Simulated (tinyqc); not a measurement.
Inside a calculation (part 2 of 2). Method: RKS/LDA (PW92) in the sto-3g basis, for OH-, spin multiplicity 1. The basis has no diffuse functions, so it cannot describe the extra electron: this is an exercise in the method, not the real anion. Computed by tinyqc, a small Python program that keeps every step (integrals from PySCF). Command: `OMP_NUM_THREADS=1 python tinyqc.py 22054 22055 out.jsonl` (the two numbers bound the seeds that draw the settings). One thread of a shared host (Intel(R) Xeon(R) Processor @ 2.60GHz), about 0.6 s of CPU time with the checks.

Geometry (angstrom):
```
atom         x         y         z
O     0.000000  0.000000  0.000000
H     0.000000  0.000000  0.929000
```

## Convergence

Stop when the energy changes by less than 1e-09 hartree and every element of the error matrix X^T (F D S - S D F) X is below 9e-06.

Course of the cycle:
```
iteration   E (hartree)     change  largest element of the error matrix
1          -78.65882053          -                             9.46e-01
2          -73.80073101   4.86e+00                             9.95e-02
3          -73.80696371  -6.23e-03                             4.43e-02
4          -73.80750911  -5.45e-04                             2.08e-02
5          -73.80763896  -1.30e-04                             1.27e-02
6          -73.80770171  -6.27e-05                             9.16e-03
7          -73.80773635  -3.46e-05                             6.95e-03
8          -73.80775585  -1.95e-05                             5.25e-03
9          -73.80776684  -1.10e-05                             3.94e-03
10         -73.80777304  -6.20e-06                             2.96e-03
11         -73.80777654  -3.50e-06                             2.22e-03
12         -73.80777851  -1.97e-06                             1.67e-03
13         -73.80777962  -1.11e-06                             1.26e-03
14         -73.80778025  -6.27e-07                             9.43e-04
...                 ...        ...                                  ...
18         -73.80778098  -6.35e-08                             3.00e-04
19         -73.80778101  -3.58e-08                             2.25e-04
20         -73.80778103  -2.02e-08                             1.69e-04
21         -73.80778104  -1.14e-08                             1.27e-04
22         -73.80778105  -6.42e-09                             9.54e-05
23         -73.80778105  -3.62e-09                             7.16e-05
24         -73.80778106  -2.04e-09                             5.38e-05
25         -73.80778106  -1.15e-09                             4.04e-05
26         -73.80778106  -6.50e-10                             3.03e-05
27         -73.80778106  -3.67e-10                             2.28e-05
28         -73.80778106  -2.07e-10                             1.71e-05
29         -73.80778106  -1.17e-10                             1.29e-05
30         -73.80778106  -6.58e-11                             9.65e-06
31         -73.80778106  -3.71e-11                             7.25e-06
```

PySCF RKS in the same basis, fine grid = -73.79493293 hartree

Converged in 31 iterations. The coarse grid moves the energy by -1.28e-02 hartree.

## Populations, bond orders and dipole

D after iteration 31, order 1O 1s, 1O 2s, 1O 2px, 1O 2py, 1O 2pz, 2H 1s:
$$\begin{pmatrix}
2.112698 & -0.482750 & 0.000000 & 0.000000 & 0.104891 & -0.004487 \\
-0.482750 & 2.163527 & 0.000000 & 0.000000 & -0.555088 & -0.300844 \\
0.000000 & 0.000000 & 2.000000 & 0.000000 & 0.000000 & 0.000000 \\
0.000000 & 0.000000 & 0.000000 & 2.000000 & 0.000000 & 0.000000 \\
0.104891 & -0.555088 & 0.000000 & 0.000000 & 0.671505 & 0.772159 \\
-0.004487 & -0.300844 & 0.000000 & 0.000000 & 0.772159 & 0.955787
\end{pmatrix}$$

overlap S, order 1O 1s, 1O 2s, 1O 2px, 1O 2py, 1O 2pz, 2H 1s:
$$\begin{pmatrix}
1.000000 & 0.236704 & 0.000000 & 0.000000 & 0.000000 & 0.057705 \\
0.236704 & 1.000000 & 0.000000 & 0.000000 & 0.000000 & 0.493489 \\
0.000000 & 0.000000 & 1.000000 & 0.000000 & 0.000000 & 0.000000 \\
0.000000 & 0.000000 & 0.000000 & 1.000000 & 0.000000 & 0.000000 \\
0.000000 & 0.000000 & 0.000000 & 0.000000 & 1.000000 & 0.403068 \\
0.057705 & 0.493489 & 0.000000 & 0.000000 & 0.403068 & 1.000000
\end{pmatrix}$$

Mulliken: Z minus the diagonal of D S on the atom; Loewdin: the same with S^(1/2) D S^(1/2); Mayer order: 2 sum_s sum (D(s) S)_ij (D(s) S)_ji over the two atoms.

Charges (e):
```
atom   Mulliken    Loewdin
1O    -0.881703  -0.876543
2H    -0.118297  -0.123457
```

Mayer bond orders:
```
pair     order
2-1   0.986006
```

dipole moment about the origin, x y z (debye): [0.000000, 0.000000, 0.082102]
